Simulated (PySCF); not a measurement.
## Solvent effects on NMR parameters

Mapped SMILES: `[NH3:1]`. Each H is labelled by its parent atom.

GIAO PBE0/pcSseg-1 in PySCF on one PBE0-D3(BJ)/def2-SVP conformer, non-relativistic, equivalent nuclei averaged. Solvents enter as an IEF-PCM continuum (cyclohexane with ε = 2.0, benzene with ε = 2.3, chloroform with ε = 4.7, tetrahydrofuran with ε = 7.4, dichloromethane with ε = 8.9, acetone with ε = 20.5, methanol with ε = 32.6, acetonitrile with ε = 35.7, dimethylsulfoxide with ε = 46.8, water with ε = 78.4) around the gas-phase geometry.

In cyclohexane, σ in ppm: N1 266.9, H(N1) 31.45. Dipole moment 1.97 D.

Problem. How does each σ change in the more polar media?

Solution. 
```tsv
atoms	environment	Δσ, benzene	Δσ, chloroform	Δσ, tetrahydrofuran	Δσ, dichloromethane	Δσ, acetone	Δσ, methanol	Δσ, acetonitrile	Δσ, dimethylsulfoxide	Δσ, water
N1	nitrogen bonded to 3 H	+0.2	+0.9	+1.2	+1.3	+1.5	+1.6	+1.6	+1.7	+1.7
H(N1)	hydrogen on a nitrogen	-0.02	-0.15	-0.19	-0.21	-0.25	-0.27	-0.27	-0.27	-0.28
```

Changes are relative to cyclohexane. The dipole moment becomes 1.99 D in benzene, 2.07 D in chloroform, 2.10 D in tetrahydrofuran, 2.11 D in dichloromethane, 2.14 D in acetone, 2.14 D in methanol, 2.15 D in acetonitrile, 2.15 D in dimethylsulfoxide, 2.15 D in water.

Problem. Which nuclei move most (in ppm), and what does the model miss?

Solution. N1 (nitrogen bonded to 3 H, +1.7 ppm) in water. A continuum only polarises the solute; specific hydrogen bonds, the anisotropy of aromatic solvents and changes of geometry or conformer are outside it.
